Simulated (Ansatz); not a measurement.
## Structure relaxation of SnH

Theory: Ansatz, DFT PBE, scalar-relativistic, plane waves, PAW. Cutoff 420 eV, Γ-centred k mesh, Gaussian smearing, no spin polarisation in the final step.

The start puts SnH on the litharge structure type (P4/nmm, No. 129), with Sn in place of Pb, H in place of O, at a guessed volume.

```xyz
4
Lattice="3.7426 0.0000 0.0000 0.0000 3.7426 0.0000 0.0000 0.0000 4.7291" Properties=species:S:1:pos:R:3 pbc="T T T"
Sn    0.0000    1.8713    1.1118
Sn    1.8713    0.0000    3.6173
H     0.0000    0.0000    0.0000
H     1.8713    1.8713    0.0000
```

Cell and atoms relax at zero pressure; the relaxation can't lower the symmetry of the start. After a coarse first stage the cell is made exact in the group found at 0.06 Å.

Energies over the elements count from the elements' standard structures at the same level (H₂ as a molecule), with no empirical corrections.

**Question.** Which crystal results?

**Answer.** It keeps P4/nmm (No. 129). The result has the litharge (Sn on Pb sites) structure. Conventional cell: a = 3.491 Å, c = 5.331 Å. Sn is coordinated by 4 H at 2.30 Å; around H lie 4 Sn at 2.30 Å and 4 H at 2.47 Å.

Space group P4/nmm:1 (No. 129). a = 3.491 Å, b = 3.491 Å, c = 5.331 Å, α = 90.00°, β = 90.00°, γ = 90.00°
| atom | site | symmetry | x | y | z |
| --- | --- | --- | --- | --- | --- |
| Sn | 2c | 4mm | 0.0000 | 0.5000 | 0.2801 |
| H | 2a | -4m2 | 0.0000 | 0.0000 | 0.0000 |

**Question.** What are its volume, energy, density and gap?

**Answer.** The volume per atom is 16.25 Å³. The density is 6.12 g/cm³. The energy over the elements is 0.44 eV/atom and the gap on the 14×14×10 mesh is 0 eV (a metal).

The final run used a 14×14×10 mesh on its 4-atom cell and 0.10 eV smearing. For metals, differences of a few meV/atom aren't resolved. Symmetry constrained the relaxation, so the result can be a saddle point.

Cost: 4 runs of about 1.4 core-minutes in all, on Intel Xeon 6975P-C (Granite Rapids) (shared hosts).